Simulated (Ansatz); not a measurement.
# H₂O (singlet): wave-function methods side by side at distance O1–H2 = 1.055 Å, cc-pVTZ

The task here is to estimate one member of a computed series from the others.

Method: cc-pVTZ, core rule «outside noble gas», up to 1 orbitals frozen; program: Ansatz 0.2.0, Gaussian basis.

To be run: UHF; CCSD(T) on RHF; BCCD(T) on RHF; CISD; CCSDT(Q) on RHF; CASSCF and NEVPT2, 2 electrons in 2 orbitals; CASSCF and MRCISD+Q, 8 electrons in 6 orbitals; CASSCF and NEVPT2, 8 electrons in 6 orbitals.

21 further runs of the same task are left out: 12 that didn't finish, 9 set aside as unsound or not needed.

## What is computed

The geometry derives from a PBE0/def2-TZVP stationary point (not a proven minimum). One bond is set to the value named and the two fragments are kept rigid.

3 atoms, charge 0, spin multiplicity 1.

Atoms are counted from 1 here; the program's logs count them from 0.

Bond lengths: O1–H2 1.055 Å, O1–H3 0.960 Å. Angles: H2–O1–H3 105.1°.

The first run:

in.yaml

```yaml
crystal:
  periodic: [false, false, false]
  atoms:
    - {symbol: O, position_ang: [0.000000, -0.068568, 0.004239]}
    - {symbol: H, position_ang: [0.000000, 0.573240, -0.833083]}
    - {symbol: H, position_ang: [0.000000, 0.515160, 0.765789]}
basis:
  gaussian: {orbitals: cc-pVTZ}
magnetization: {spin_polarized: true, initial_magnetization: 0}
hamiltonian: {xc: hf}
output: {orbitals: {seedname: orbitals}}
```

Started as:

```sh
> ansatz run in.yaml --threads 1 --pin off --events-out ev --progress --plain --max-ram 2393MiB
```

Steps of the session up to this table: UHF; CCSD(T) on RHF; BCCD(T) on RHF; CISD; CCSDT(Q) on RHF; CASSCF and NEVPT2, 2 electrons in 2 orbitals; CASSCF and MRCISD+Q, 8 electrons in 6 orbitals; CASSCF and NEVPT2, 8 electrons in 6 orbitals.

One table of the session follows, with a row left open; its other results are not shown here.

```
          method  from RCCSDT(Q) (kJ/mol)
             RHF                   +733.2
            RMP2                    +37.3
            CISD                    +52.4
           RCCSD                    +22.5
        RCCSD(T)                     +1.3
         BCCD(T)                     +1.2
          RCCSDT                     +1.1
       RCCSDT(Q)                        0
     CASSCF pair                   +667.5
     NEVPT2 pair                        ?
  CASSCF valence                   +581.7
  NEVPT2 valence                    +80.7
  MRCISD valence                    +30.8
MRCISD+Q valence                     +5.3
```

Q: Estimate the row for NEVPT2 pair from the others.

**Answer.** from RCCSDT(Q) (kJ/mol): +38.0. In the column «from RCCSDT(Q) (kJ/mol)» it lies between RMP2 (+37.3) and CISD (+52.4).
